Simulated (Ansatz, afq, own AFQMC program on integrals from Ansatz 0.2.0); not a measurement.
## AlB, triplet: AFQMC among the cluster methods

```yaml
atoms:
  - { symbol: B, position_ang: [0.0000, 0.0000, 0.0000] }
  - { symbol: Al, position_ang: [0.0000, 0.0000, 2.0234] }
```

Basis aug-cc-pVDZ. Noble-gas cores (and the filled d shells of Ga–Kr and In–Xe) are frozen. Ansatz 0.2.0 and our own AFQMC program on the same integrals; the CISD trial comes from CCSD amplitudes, and released means the phaseless constraint is let go. ± is one standard error of the sampling.

Determinant: UHF, the one that the program's search chose, which needn't be the lowest solution. The geometry is a PBE0/def2-TZVP stationary point of this or a neighbouring charge and spin state.

Full CI is exact in this basis; its frozen core comes from its own orbitals, which moves totals by up to a few meV.

Cautions: lower spins were not checked; higher spins were not checked; an unrestricted solution with more broken spin lies lower (616 meV, ⟨S²⟩ 2.50); strong correlation (T1 0.082, weight of the determinant 0.78, largest double 0.14); (T) is large, 7 % of the CCSD correlation; unrestricted determinant spin contaminated (⟨S²⟩ 2.13 against 2.00); the released energies are still falling, so no released level is given (meV from the phaseless value at times in 1/Eh: -9 ± 3 at 0.24, -18 ± 3 at 0.51, -30.3 ± 2.0 at 0.99, -46 ± 4 at 1.62, -56 ± 5 at 2.40); the ph-AFQMC/CISD walk drifts between its halves (2.2 errors); full CI with its own frozen core.

The T1 diagnostic is 0.0818, the weight of the determinant in the CISD state is 0.780 and the ⟨S²⟩ of the determinant is 2.130. The size of the correlated space is 6 electrons in 44 orbitals.

```json
{"level": "MP2", "correlation energy (eV)": "-2.7144"}
{"level": "CCSD", "correlation energy (eV)": "-3.7474"}
{"level": "CCSD(T)", "correlation energy (eV)": "-4.0051"}
```

Q: Estimate where full CI lies against CCSD(T) in the same basis.

A: 9.3 kJ/mol below CCSD(T).

Reference: full CI, correlation energy -4.101 eV. The cautions show a poor starting determinant, so the rows tell how each method copes with it here, and full CI is the sure value.

```csv
level,E − E(reference) (kJ/mol),share of correlation (%)
CCSD(T),9.3,97.66
CCSDT,2.5,99.36
CCSDT(Q),0.1,99.97
ph-AFQMC/CISD,7.6 ± 0.4,98.08
```

CCSDT and higher add their correlation energy to the determinant of the CCSD(T) run, since their own runs factorise the integrals more tightly (a shift of under 2 meV). A walk keeps the symmetry of its determinant, which the program's search chose and which needn't be the lowest solution, so a lower state of the same spin and another symmetry isn't excluded.
